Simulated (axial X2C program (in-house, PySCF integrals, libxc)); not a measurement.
**NSiO: bond lengths and stretches, held linear**

How do method and spin–orbit coupling move the bonds and stretches of NSiO, held linear?

Program: an in-house X2C program for linear molecules on PySCF integrals. Level of theory: all-electron X2C, two-component (2c) or spin-free, N dyall-av3z, Si dyall-v3z, O dyall-av3z. These are calculated values, not measurements.

All values are calculated.

2 further runs of the same task are left out: 2 set aside as unsound or not needed.

### Step 1. Set-up

Contents of task.json:

```json
{
 "zs": [
  7,
  14,
  8
 ],
 "q": 0,
 "bas": [
  "dyall-av3z",
  "dyall-v3z",
  "dyall-av3z"
 ],
 "r0": [
  1.67,
  1.64
 ],
 "symm": 0,
 "scan": [
  "PBE0",
  "HF",
  "TPSSh"
 ],
 "levels": [
  "PBE0",
  "HF",
  "PBE"
 ],
 "nst": 2
}
```

Keys: zs atomic numbers; q charge; bas basis sets; r0 starting distance in Å; symm equal bonds; scan levels of the two-bond scan; levels methods; nst determinants followed.

Command:

```console
$ python solin.py task.json out
```

Masses N 14.003, Si 27.977, O 15.995 u.

### Step 2. Scan at PBE0, 2c

State: Ω = 3/2 (beyond evenly filled blocks: ω = 3/2). Energies above the lowest point, from the job's result record:

```
r(N–Si) (Å)  r(Si–O) (Å)  E (meV)
     1.6058       1.4791    74.58
     1.6058       1.5170    28.31
     1.6058       1.5549    64.82
     1.6470       1.4791    44.76
     1.6470       1.5170     0.00
     1.6470       1.5549    38.12
     1.6470       1.5928   142.15
     1.6882       1.4791    75.02
     1.6882       1.5170    31.54
     1.6882       1.5549    71.01
     1.7294       1.5170   110.07
     1.7294       1.5928   257.38
```

A quadratic surface with cubic terms in each bond gives the minimum at 1.644 and 1.517 Å, force constants 5.72, 9.22 and coupling 0.14 mdyn/Å.

### Step 3. Scan at HF, 2c

State: Ω = 3/2 (beyond evenly filled blocks: ω = 3/2). Energies above the lowest point, from the job's result record:

```
r(N–Si) (Å)  r(Si–O) (Å)  E (meV)
     1.6058       1.4791     0.00
     1.6058       1.5170    38.93
     1.6058       1.5549   160.81
     1.6470       1.4791    10.15
     1.6470       1.5170    50.22
     1.6470       1.5549   173.22
     1.6470       1.5928   361.03
     1.6882       1.4791    75.13
     1.6882       1.5170   115.95
     1.6882       1.5549   239.62
     1.7294       1.5170   220.10
     1.7294       1.5928   531.54
```

A quadratic surface with cubic terms in each bond gives the minimum at 1.619 and 1.482 Å, force constants 6.14, 11.1 and coupling 0.05 mdyn/Å.

### Step 4. Scan at TPSSh, 2c

State: Ω = 3/2 (beyond evenly filled blocks: ω = 3/2). Energies above the lowest point, from the job's result record:

```
r(N–Si) (Å)  r(Si–O) (Å)  E (meV)
     1.6058       1.4791   109.27
     1.6058       1.5170    38.24
     1.6058       1.5549    49.44
     1.6470       1.4791    69.06
     1.6470       1.5170     0.00
     1.6470       1.5549    13.40
     1.6470       1.5928    92.28
     1.6882       1.4791    88.66
     1.6882       1.5170    21.21
     1.6882       1.5549    36.38
     1.7294       1.5170    89.31
     1.7294       1.5928   188.38
```

A quadratic surface with cubic terms in each bond gives the minimum at 1.651 and 1.529 Å, force constants 5.49, 8.6 and coupling 0.18 mdyn/Å.

### Step 5. The levels side by side

| level | r(N–Si) (Å) | r(Si–O) (Å) | lower stretch (cm⁻¹) | upper stretch (cm⁻¹) |
| --- | --- | --- | --- | --- |
| PBE0, 2c | 1.644 | 1.517 | 892.3 | 1328.7 |
| HF, 2c | 1.619 | 1.482 | 931.3 | 1445.3 |
| TPSSh, 2c | 1.651 | 1.529 | 873.6 | 1283.5 |
| PBE0, spin-free | 1.644 | 1.517 | 892.3 | 1328.9 |
| HF, spin-free | 1.619 | 1.482 | 931.3 | 1445.4 |
| TPSSh, spin-free | 1.651 | 1.529 | 873.6 | 1283.7 |

Scans not shown above were run alike.

In words: Over the levels the N–Si bond spans 1.619 to 1.651 Å and the Si–O bond 1.482 to 1.529 Å. At PBE0 spin–orbit coupling leaves both bonds unchanged to 0.001 Å. Each state is one determinant, the lowest of a limited PBE0 search; the stretches come from a fit to few points and are good to some per cent at best. The molecule was held linear; bending was not examined, so a bent shape may lie lower. Note: functional without a current term on a determinant with orbital currents, of the molecule or an atom.
